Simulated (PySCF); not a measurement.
Compound: C4H11OP.
Atom-mapped SMILES: `[CH3:1][CH2:2][PH:3](=[O:4])[CH2:5][CH3:6]` (hydrogens: H7, H8, H9 on C1; H10, H11 on C2; H12 on P3; H13, H14 on C5; H15, H16, H17 on C6)

Level of theory: PBE0-D3(BJ)/def2-SVP geometry optimisation, gas phase in PySCF 2.14.0.

Task: Give the optimised bond lengths and angles.

Result: 
| bond | length (pm) |
| --- | --- |
| C1–C2, C5–C6 | 152.2 |
| C2–P3, P3–C5 | 182.3 |
| P3=O4 | 149.6 |
| C1–H7 and 5 like bonds | 110.1 |
| C2–H10, C5–H13 | 110.3 |
| C2–H11, C5–H14 | 110.3 |
| P3–H12 | 143.5 |

Bonds in one row agree within 1 pm and their mean is given. A selection of angles:
| angle | degrees |
| --- | --- |
| C2–C1–H7 | 111.9 |
| H7–C1–H8 | 107.3 |
| C1–C2–P3 | 115.6 |
| C1–C2–H10 | 112.1 |
| C1–C2–H11 | 111.7 |
| P3–C2–H10 | 106.0 |
| P3–C2–H11 | 104.8 |
| H10–C2–H11 | 105.9 |
| C2–P3–O4 | 114.8 |
| C2–P3–C5 | 106.7 |
| C2–P3–H12 | 102.0 |
| O4–P3–C5 | 113.9 |
| O4–P3–H12 | 115.5 |
| P3–C5–C6 | 111.1 |
| P3–C5–H13 | 109.3 |
| H13–C5–H14 | 107.2 |
| C5–C6–H17 | 110.1 |
| H16–C6–H17 | 108.7 |

Torsions: C1–C2–P3–O4 -175° (antiperiplanar); C2–P3–C5–C6 175° (antiperiplanar). The mirror-image conformer, all signs reversed, is as good.

P3 (phosphoryl phosphorus) is distorted tetrahedral (angles from 102.0° to 115.5°). Of the pairs four or more bonds apart, O4···H17 is among the closest relative to their van der Waals radii: 2.76 Å, 101 % of the sum of Bondi's values.

Point group: C1 (no symmetry element, even within 0.4 Å). No PBE0-D3(BJ)/def2-SVP frequencies stand behind this structure, so it isn't proved a minimum. The numbers are those of one conformer.
